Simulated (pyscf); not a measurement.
# Substitution at Si: Ag• + silane (SiH₄) -> H₃Si–Ag + H atom (H•)

Gas phase, doublet surface, charge 0. Bonds broken: Si2–H4. Bonds formed: Ag1–Si2. Optimised with ωB97X-D3(BJ)/def2-SVP in PySCF.

Transition state (Å):

```xyz
6

Ag     1.6039    -1.6183    -1.3691
Si     0.3390     0.1508    -0.3179
H     -0.8249     0.4804    -1.1956
H     -0.8086     1.7557     0.6353
H     -0.1285    -0.3354     1.0158
H      1.2335     1.3379    -0.1616
```

One imaginary mode, 564i cm⁻¹; descent along it reached the two sides named.

```tsv
bond	change	reactant side (Å)	saddle	product side
Si2–H4	breaks	1.494	2.191	3.7
Ag1–Si2	forms	3.2	2.416	2.394
```

Electronic energies relative to the separated reactants (eV):

```json
[
 {"level": "ωB97X-D3(BJ)/def2-TZVP", "barrier": "1.70", "reaction energy": "+1.63", "reverse barrier": "0.07"},
 {"level": "PBE/def2-TZVP", "barrier": "1.36", "reaction energy": "+1.48", "reverse barrier": "-0.12"},
 {"level": "r²SCAN/def2-TZVP", "barrier": "1.40", "reaction energy": "+1.58", "reverse barrier": "-0.18"},
 {"level": "B3LYP-D3(BJ)/def2-TZVP", "barrier": "1.71", "reaction energy": "+1.83", "reverse barrier": "-0.11"},
 {"level": "PBE0-D3(BJ)/def2-TZVP", "barrier": "1.60", "reaction energy": "+1.66", "reverse barrier": "-0.06"},
 {"level": "M06-2X/def2-TZVP", "barrier": "2.03", "reaction energy": "+2.02", "reverse barrier": "0.01"},
 {"level": "ωB97M-D3(BJ)/def2-TZVP", "barrier": "1.83", "reaction energy": "+1.76", "reverse barrier": "0.07"},
 {"level": "HF/def2-TZVP", "barrier": "2.65", "reaction energy": "+2.29", "reverse barrier": "0.36"}
]
```

With ωB97M-D3(BJ)/def2-TZVP energies and thermal terms (ideal gas, 1 atm, RRHO with modes under 100 cm⁻¹ raised to 100, one conformer, R ln 2 for chiral ones without a mode under 150 cm⁻¹), in eV:

```csv
T (K),ΔH‡,ΔG‡,ΔH,ΔG
298,1.65,1.90,+1.59,+1.56
600,1.67,2.15,+1.63,+1.51
900,1.69,2.38,+1.66,+1.44
1200,1.70,2.61,+1.68,+1.37
```

At PBE, r²SCAN, B3LYP-D3(BJ), PBE0-D3(BJ) this geometry lies under the product side: in single points on another level's saddle the reverse barrier vanishes, and the forward threshold there is about the reaction energy. The products may also form a dative adduct at H₃Si–Ag; it and routes through it were not searched. One saddle was located; it need not be the lowest between these sides. The angle at the attacked Si is 180°. Open-shell species with a d-block atom are single-reference here; other states, and whether the spin sits on metal or ligand, were not checked. Elements past Kr carry the def2 core potentials, without spin-orbit coupling.
